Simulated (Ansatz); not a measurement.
Several settings on one geometry of Li₃H₃ (that of the charge 0 singlet, r2SCAN-D4/def2-TZVP). Ansatz on 4 threads of Arm Neoverse N1 on a shared host; times are rough.

```
atom   x (Å)   y (Å)   z (Å)
 Li1   1.098   0.100   1.189
 Li2   0.298  -0.916  -1.304
 Li3  -1.395   0.816   0.115
  H4  -0.329   1.015   1.441
  H5   1.545  -0.899  -0.130
  H6  -1.217  -0.116  -1.311
```

Totals from different functionals, basis sets or treatments of relativity can't be compared as stabilities.

The 6-31G sets use Cartesian d functions. Correlated methods freeze no core orbitals; core or outer-core shells of Li are correlated, in sets that lack core-valence functions.

(1) Give the basis size and estimate the energy, ⟨S²⟩ and time of these runs.

```json
{"run": "1", "method": "RKS B3LYP5/def2-SVP", "charge": "0", "state": "singlet", "further keys": "scf: {lower_state_search: off}"}
{"run": "2", "method": "RHF, ccsd/6-31G", "charge": "0", "state": "singlet", "further keys": "electrons: all; scf: {lower_state_search: off}"}
{"run": "3", "method": "RKS SVWN5/6-31G*", "charge": "0", "state": "singlet", "further keys": "scf: {omitted_lower_state_checks: [starts]}"}
```

Results:

(1) 
| run | functions | energy (Eh) | ⟨S²⟩ | wall time |
| --- | --- | --- | --- | --- |
| 1 | 42 | -24.3499 | – | 0.35 s |
| 2 | 33 | -24.1374 | – | 0.2 s |
| 3 | 51 | -23.8919 | – | 0.3 s |
